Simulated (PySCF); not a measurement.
Gas-phase reaction: 2 SiCl + 4 F = SiCl2F2 + SiF2

Computed with PySCF (xtb for GFN2) and rigid-rotor harmonic-oscillator thermochemistry at 1 bar. † marks an energy on the PBE0/def2-TZVP geometry and frequencies; other levels use their own. 6-31G* has spherical d functions here. Open shells (unrestricted): SiCl (multiplicity 2, electronic degeneracy 4), F (multiplicity 2, electronic degeneracy 6); the rest are closed-shell singlets. GFN2 has no spin-polarisation term. Spin-orbit splitting is ignored; it lowers the true energy and changes the entropy of SiCl, F. B3LYP is the form with VWN-RPA correlation. The harmonic model lacks anharmonicity and excited electronic states, which grow with temperature; levels with a mode under 35 cm⁻¹ are left out.

```tsv
level	ΔE electronic, kJ	ΔH°(298 K), kJ	ΔS°(298 K), J/K	ΔG°(1400 K), kJ
B3LYP/def2-TZVP†	-2304	-2286	-540	-1521
BLYP/def2-TZVP†	-2316	-2298	-540	-1534
GFN2-xTB	-2153	-2137	-531	-1386
HF/6-31G*	-1716	-1696	-544	-922
PBE/def2-SVP	-2338	-2321	-536	-1562
PBE0/def2-SVP†	-2234	-2216	-540	-1451
PBE0/def2-TZVP	-2303	-2285	-540	-1520
r2SCAN/def2-TZVP†	-2364	-2346	-540	-1581
```
ΔH° is lowest at r2SCAN/def2-TZVP† and highest at HF/6-31G*. No reference value is set beside these.
